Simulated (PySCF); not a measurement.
# Bonding in 2,2,2-trifluoroethanol

Compound: 2,2,2-trifluoroethanol, C₂H₃F₃O.
Numbering: `[OH:1][CH2:2][C:3]([F:4])([F:5])[F:6]` (hydrogens: H7 on O1; H8, H9 on C2)

Geometry (PBE0-D3(BJ)/def2-SVP, Å), atoms numbered from 1 in this order:
```xyz
9
C2H3F3O angstrom
O     -0.7340   -0.8759   -1.1345
C     -0.6821    0.1271   -0.1774
C      0.6136    0.0933    0.6054
F      1.6594    0.1804   -0.2343
F      0.6838    1.1199    1.4541
F      0.7571   -1.0299    1.3017
H     -0.0083   -0.7375   -1.7539
H     -1.5087   -0.0259    0.5318
H     -0.7807    1.1485   -0.5929
```

Bond orders from the PBE0/pcSseg-1 density (PySCF). Geometry: PBE0-D3(BJ)/def2-SVP, one conformer, isolated molecule.

Problem. Where do the orders between heavy atoms depart from those drawn in the SMILES?

Solution. The largest departure is 0.024, at C3–F6 (drawn single, 1.024).

Problem. Set the Mayer orders of the bonds beside their lengths.

Solution. 
```json
{"bond": "O1–C2", "drawn as": "single", "length (Å)": "1.387", "Mayer order": "0.982"}
{"bond": "C2–C3", "drawn as": "single", "length (Å)": "1.514", "Mayer order": "0.988"}
{"bond": "C3–F4", "drawn as": "single", "length (Å)": "1.344", "Mayer order": "0.986"}
{"bond": "C3–F5", "drawn as": "single", "length (Å)": "1.334", "Mayer order": "1.006"}
{"bond": "C3–F6", "drawn as": "single", "length (Å)": "1.329", "Mayer order": "1.024"}
{"bond": "O1–H7", "drawn as": "single", "length (Å)": "0.964", "Mayer order": "0.945"}
{"bond": "C2–H8", "drawn as": "single", "length (Å)": "1.100", "Mayer order": "0.934"}
{"bond": "C2–H9", "drawn as": "single", "length (Å)": "1.107", "Mayer order": "0.934"}
```

Bonds between the same two heavy elements. C–F: lowest C3–F4 (0.986, 1.344 Å), highest C3–F6 (1.024, 1.329 Å).

Problem. Sum the orders of all bonds at each heavy atom with more than one neighbour and set the sums beside the valence in the SMILES.

Solution. O1 1.927 (drawn 2), C2 3.838 (drawn 4), C3 4.004 (drawn 4). Orders between atoms that aren't bonded are not in these sums.

For a closed shell the Mayer order of atoms A and B is Σ (PS)μν (PS)νμ over the basis functions μ on A and ν on B, with P the density and S the overlap matrix.
